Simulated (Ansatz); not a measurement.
Born–Oppenheimer molecular dynamics of C$_{2}$H$_{2}$OS (6 atoms, charge 0, multiplicity 1). It goes on from the last frame of an earlier run, with new velocities.

Level of theory: RKS B3LYP/def2-SVP in Ansatz.

```yaml
ensemble: NVT, Langevin thermostat
time_step: 2 fs
steps_asked: 120
set_temperature: 500 K
friction: 0.01 /fs
seed: 488295
```

First frame:

```xyz
6
Properties=species:S:1:pos:R:3
O -0.281 -2.089 -0.009
C 0.215 -1.089 -0.444
C 0.686 0.120 -0.684
S -0.549 1.544 -0.758
H 1.721 0.275 -1.048
H -0.582 1.648 0.563
```

Question: How far do the bonds stretch over the last three quarters of this one trajectory? (Pairs bonded in most of those frames.)

Answer: 
```json
{"bond": "O1–C2", "mean (Å)": "1.167", "spread (Å)": "0.019", "shortest": "1.13", "longest": "1.20"}
{"bond": "C2–C3", "mean (Å)": "1.331", "spread (Å)": "0.024", "shortest": "1.28", "longest": "1.39"}
{"bond": "C3–S4", "mean (Å)": "1.787", "spread (Å)": "0.036", "shortest": "1.73", "longest": "1.86"}
{"bond": "C3–H5", "mean (Å)": "1.103", "spread (Å)": "0.040", "shortest": "1.03", "longest": "1.19"}
{"bond": "S4–H6", "mean (Å)": "1.370", "spread (Å)": "0.063", "shortest": "1.26", "longest": "1.50"}
```

Mean temperature of the second half: 582 K. The mean temperature of the second half is 16 % above the set value. A step of 2 fs is long for free X–H stretches (periods near 10 fs) and can bias their spread and the temperature. A run of 0.24 ps of so small a system gives no equilibrium averages.

The run took 2.3 min on 1 CPU thread of a shared host.
